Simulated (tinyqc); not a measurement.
G0W0 on RHF in the sto-3g basis, for LiH, spin multiplicity 1, step by step. One step of it, computed by the program tinyqc.

Question. Orthogonalisation. S = U s U^T; symmetric (Loewdin) form X = U s^(-1/2) U^T, so that X^T S X = 1.

overlap S, order 1Li 1s, 1Li 2s, 1Li 2px, 1Li 2py, 1Li 2pz, 2H 1s:
```
[[1.000000, 0.241137, 0.000000, 0.000000, 0.000000, 0.103495],
 [0.241137, 1.000000, 0.000000, 0.000000, 0.000000, 0.447298],
 [0.000000, 0.000000, 1.000000, 0.000000, 0.000000, 0.000000],
 [0.000000, 0.000000, 0.000000, 1.000000, 0.000000, 0.000000],
 [0.000000, 0.000000, 0.000000, 0.000000, 1.000000, 0.544900],
 [0.103495, 0.447298, 0.000000, 0.000000, 0.544900, 1.000000]]
```

Give: eigenvalues of S; X.

Answer.

eigenvalues of S: [0.2931, 0.7960, 1.0000, 1.0000, 1.1593, 1.7517]

X, order 1Li 1s, 1Li 2s, 1Li 2px, 1Li 2py, 1Li 2pz, 2H 1s:
```
[[1.0230, -0.1224, 0.0000, 0.0000, 0.0035, -0.0133],
 [-0.1224, 1.1442, 0.0000, 0.0000, 0.1484, -0.3397],
 [0.0000, 0.0000, 1.0000, 0.0000, 0.0000, 0.0000],
 [0.0000, 0.0000, 0.0000, 1.0000, 0.0000, 0.0000],
 [0.0035, 0.1484, 0.0000, 0.0000, 1.1813, -0.4156],
 [-0.0133, -0.3397, 0.0000, 0.0000, -0.4156, 1.3038]]
```
